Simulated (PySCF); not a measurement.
C₅H₈Cl (doublet state).
Z-matrix (Å and degrees, GFN2-xTB geometry), rows numbered from 1:
```
C 
C   1  1.4557
C   2  1.5530  1  114.92
C   3  1.5344  2   90.71  1  -104.58
C   4  1.5258  3   89.33  2   -13.04
Cl  5  1.7706  2  117.00  1   -16.49
H   1  1.0729  2  120.12  3    35.28
H   1  1.0720  2  120.96  3  -153.37
H   2  1.0914  1  110.69  3   132.56
H   3  1.0868  2  114.50  1    14.26
H   3  1.0871  2  112.36  1   139.86
H   4  1.0873  3  112.64  2   100.74
H   4  1.0879  3  116.98  2  -131.54
H   5  1.0896  2  112.12  1  -140.32
```

The hyperfine couplings belong to this conformer and change with its torsions.

As a line formula: `C1C[C@@H]([C@@H]1[CH2])Cl` [radical].

The calculation used UKS B3LYP, pcH-1 on C Cl H, non-relativistic, mean-field spin-orbit, GIAO in PySCF. One conformer (not necessarily the lowest) at the GFN2-xTB geometry, without solvent, vibrations or thermal averaging. Couplings are sensitive to structure, and on GFN2-xTB geometries they can be far from those on DFT ones. No stability test was run, so a lower SCF solution isn't excluded.

Q: Break the g tensor into its mass correction, gauge correction and orbital-Zeeman/spin–orbit terms.

A: 
```json
{"Δg (ppm)": "relativistic mass correction", "1": "-145", "2": "-145", "3": "-145"}
{"Δg (ppm)": "gauge correction", "1": "11", "2": "38", "3": "29"}
{"Δg (ppm)": "orbital Zeeman/spin–orbit", "1": "-150", "2": "495", "3": "1388"}
{"Δg (ppm)": "total", "1": "-284", "2": "388", "3": "1272"}
```

So g = 2.00204, 2.00271, 2.00359 and g_iso = 2.00278; the tensor is rhombic: the two nearest values differ by 43 % of g3 − g1. 

Q: What are the electron Larmor frequencies g μB B/h along the three axes at 3350 mT?

A: 93.8703, 93.9018, 93.9432 GHz for g1, g2 and g3, a range of 72.9 MHz.

Q: Average each term over the three axes. Which is largest in size?

A: The orbital-Zeeman/spin–orbit term 578, the mass correction -145 and the gauge correction 26 ppm, for a total of 459 ppm. The orbital-Zeeman/spin–orbit term is the largest in size. The mass correction is the same along every axis, so the anisotropy comes from the other two: their spans along these axes are 27 (gauge) and 1538 ppm (orbital Zeeman/spin–orbit).

Q: At 9.455 GHz, how far is the centre of the isotropic spectrum from where a free electron (g = 2.002319) resonates?

A: B = hν/(g μB) with μB/h = 13.99624 MHz/mT gives 337.38 mT for the free electron and 337.30 mT at g_iso, 0.08 mT lower.

Q: In a frozen sample, at which fields do the three g values resonate at 9.5, 34, 94 and 263 GHz (hyperfine left aside), and which band first spreads them over more than twice a line width of 0.5 mT?

A: 
```json
{"band": "X", "GHz": "9.5", "B(g3) mT": "338.77", "B(g2) mT": "338.92", "B(g1) mT": "339.03", "spread mT": "0.26"}
{"band": "Q", "GHz": "34.0", "B(g3) mT": "1212.43", "B(g2) mT": "1212.97", "B(g1) mT": "1213.38", "spread mT": "0.94"}
{"band": "W", "GHz": "94.0", "B(g3) mT": "3352.02", "B(g2) mT": "3353.50", "B(g1) mT": "3354.63", "spread mT": "2.60"}
{"band": "J", "GHz": "263.0", "B(g3) mT": "9378.54", "B(g2) mT": "9382.68", "B(g1) mT": "9385.82", "spread mT": "7.29"}
```

The spread grows in proportion to the frequency. W band is the first where it exceeds 1.0 mT.

The Mulliken spin populations are largest on C1 (+1.06), C2 (-0.09) and C5 (+0.08). No atom but C1 exceeds +0.15. The angles at C1 add up to 359.4°, so it is planar; its axial dipolar tensor and the negative couplings of its protons fit spin in a p orbital normal to that plane.

The HOMO–LUMO gaps are 6.61 eV among the α and 5.93 eV among the β orbitals.

On an Arm Neoverse V2 with one thread, no GPU (shared host), this took 53 s of wall time (with the writing of density and orbital grids) and 0.98 GiB of memory at its peak.
